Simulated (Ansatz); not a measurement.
The input, for Ansatz 0.2.0:

```yaml
crystal:
  periodic: [false, false, false]
  atoms:
    - {symbol: O, position_ang: [-1.936228, 0.011831, 0.000000]}
    - {symbol: H, position_ang: [-2.185537, 0.938406, 0.000000]}
    - {symbol: H, position_ang: [-0.779228, 0.011831, 0.000000]}
    - {symbol: Si, position_ang: [1.153772, 0.011831, 0.000000]}
    - {symbol: H, position_ang: [1.550207, -1.467683, 0.000000]}
basis:
  gaussian: {orbitals: cc-pVDZ}
magnetization: {spin_polarized: true, initial_magnetization: 1}
correlation: {method: ccsdt_q, electrons: outside_noble_gas}
```

```sh
$ ansatz run in.yaml --threads 1 --pin off --events-out ev --progress --plain --max-ram 2393MiB
```

Log:

```
844 factors; integrals over basis functions are off by at most 1.9e-7 eV
mean field evaluation 1: about -9940.0490 eV, gradient 2.6e1 eV
mean field evaluation 2: about -9940.0688 eV, gradient 2.6e1 eV
mean field evaluation 4: about -9943.3048 eV, gradient 2.2e0 eV
mean field evaluation 8: about -9943.4020 eV, gradient 1.8e-1 eV
mean field evaluation 16: about -9943.4039 eV, gradient 1.7e-6 eV
mean field evaluation 32: about -9943.4039 eV, gradient 1.1e-3 eV
mean field evaluation 64: about -9940.7981 eV, gradient 5.6e-4 eV
mean field evaluation 96: about -9941.6631 eV, gradient 3.3e0 eV
mean field evaluation 128: about -9943.4037 eV, gradient 1.8e-2 eV
mean field evaluation 160: about -9943.4038 eV, gradient 1.3e-2 eV
...
cycle  13  -8.69207241 eV  change    7.0e-5 eV  update   1.5e-4
cycle  14  -8.69201470 eV  change    5.8e-5 eV  update   1.2e-4
cycle  15  -8.69199944 eV  change    1.5e-5 eV  update   5.2e-5
cycle  16  -8.69200511 eV  change   -5.7e-6 eV  update   2.3e-5
cycle  17  -8.69200912 eV  change   -4.0e-6 eV  update   1.8e-5
cycle  18  -8.69200901 eV  change    1.2e-7 eV  update   9.0e-6
cycle  19  -8.69200821 eV  change    7.9e-7 eV  update   8.0e-6
cycle  20  -8.69200778 eV  change    4.3e-7 eV  update   2.6e-6
cycle  21  -8.69200707 eV  change    7.1e-7 eV  update   1.8e-6
cycle  22  -8.69200683 eV  change    2.4e-7 eV  update   1.5e-6
perturbative correction -0.02137233 eV, -0.0007854185 hartree
Total energy: -9952.11730719 eV, -365.7335652519 hartree
```

Ran on 1 thread of Intel Xeon 6975P-C, shared host: 37 s wall, 0.53 GiB peak host memory.
